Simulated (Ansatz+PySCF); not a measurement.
The numbers below are computed, except where a source is named.
This PySCF input gave a total energy of -56.07459 hartree.

```python
from pyscf import gto, scf, mp

mol = gto.M(atom="""
N 0.000000 0.000000 0.121580
H 2.292830 0.000000 -0.871350
H -0.467920 0.810470 -0.283700
H -0.467920 -0.810470 -0.283700
""", basis='6-31g', charge=0, spin=0)
mf = scf.UHF(mol)
mf.kernel()
pt = mp.MP2(mf, frozen=1).run()
print(mf.e_tot, pt.e_corr, pt.e_tot)
```

(1) Write an input for Ansatz with the same method and basis set.

Results:

(1)

```yaml
crystal:
  periodic: [false, false, false]
  atoms:
    - { symbol: "N", position_ang: [0.0, 0.0, 0.12158] }
    - { symbol: H, position_ang: [2.29283, 0.0, -0.87135] }
    - { symbol: H, position_ang: [-0.46792, 0.81047, -0.2837] }
    - { symbol: H, position_ang: [-0.46792, -0.81047, -0.2837] }
basis:
  gaussian: { orbitals: "6-31G" }
magnetization:
  spin_polarized: true
hamiltonian:
  xc: hf
correlation:
  method: mp2
  frozen_orbitals: { H: 0, "N": 1 }
scf:
  omitted_lower_state_checks: [stability, starts, atomic_configurations, cluster_reference, orbital_swaps, given_window_search, neighbouring_geometries, increment]
```

Ansatz (development build ahead of 0.2.0) gave -56.07459 hartree, 0.00 meV from the first. This is not the lowest solution: another run reaches a determinant 3.66 eV lower. Caution: large amplitudes, a single reference is doubtful.
